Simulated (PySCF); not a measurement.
# The N–H bond energy of NH₄

All numbers come from PBE0/[N def2-TZVP, H def2-TZVP], no relativity, density fitting, PySCF.

Each entry is the lowest minimum that a search over a few typed start shapes (and spin states, where more than one is plausible) found, or that minimum re-optimised at the stated level; isomers with ligand–ligand bonds, or fragments after loss of a ligand pair, can lie lower.

Total energies (Eh), which compare only within these settings: H atom -0.50106.

| species | 2S+1 | group | E (Eh) | ZPE (kJ/mol) |
| --- | --- | --- | --- | --- |
| NH₃ | 1 | C3v | -56.51312 | 90.6 |
| NH₄ | 2 | Td | -57.00533 | 104.1 |

What are De and D0 for NH₄ → NH₃ + H?

De = [(-56.51312) + (-0.50106) − (-57.00533)] × 2625.5 = -23 kJ/mol. The zero-point energy changes by -13.5 kJ/mol, so D0 = -37 kJ/mol.

Atoms and open shells are unrestricted, without spin–orbit or basis-set superposition corrections.
